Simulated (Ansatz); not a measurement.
Consider the substitution at a C–C bond: `CC(Cl)Cl` + H–F → `FC(Cl)Cl` + CH₄.

Program: Ansatz. Geometries: PBE0-D4/def2-TZVP. ΔE: electronic, gas phase. CCSD(T)/CBS adds triple-zeta CCSD(T) − MP2 to the extrapolated MP2 energy (def2 sets, frozen cores). This one scheme is used for every species. Functionals use def2-TZVPP.

```csv
level,ΔE (kcal/mol)
r2SCANh,7.8
CCSD/def2-TZVPP,11.3
```

Q: What does CCSD(T)/CBS give? (An estimate is asked.)

A: Computed: +12.8 kcal/mol. The listed levels differ from it by -5.0, -1.5 kcal/mol.

Largest T1 diagnostic among the species: 0.011.

From PBE to PBE0 (25 % exact exchange), in def2-TZVPP and without D4, ΔE moves by +2.0 kcal/mol. Leaving LDA and LC-ωPBE aside and taking each functional with its dispersion term where it has one, the values, not all of them listed here, spread over 4.8 kcal/mol, from B97M-V to PBE-QIDH. LDA lies +1.3 kcal/mol from PBE without D4. The D4 term adds +1.7 kcal/mol with B3LYP and +0.9 kcal/mol with PBE0; it sums over pairs of atoms, weighted by their polarisabilities, and B3LYP, whose exchange is more repulsive, gets the larger term.

B3LYP here is the variant with VWN-RPA as its local correlation; programs differ in this.
